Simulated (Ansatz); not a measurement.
hcp Hf, treated with r²SCAN (Ansatz, a program for electronic structure, plane waves, PAW).

Settings: plane-wave cutoff 500 eV, 30×30×14 k mesh (along the axes of the cell as run), Fermi–Dirac smearing 0.1 eV, scalar-relativistic PAW data made under PBE.

Computed at the level's own relaxed cell.

Problem. Estimate the equilibrium volume per atom, lattice parameter a and lattice parameter c that the calculation returns.

Solution. 
- equilibrium volume per atom = 22.36 Å³/atom
- lattice parameter a = 3.198 Å
- lattice parameter c = 5.050 Å

Measured, for comparison: lattice constant a 3.194 Å (293 K, not corrected to a static lattice, our sources range from 3.194 to 3.200; as tabulated in Wikipedia's data pages); lattice parameter c 5.051 Å (293 K, not corrected to a static lattice; as tabulated in Wikipedia's data pages). Computed (rounded) less measured: lattice constant a +0.1 % (inside the range of the sources held), lattice parameter c 0.0 %.

Spin–orbit coupling is not included.

Static lattice: no zero-point or thermal effects.

The result took about 6 core-minutes (a rough figure).
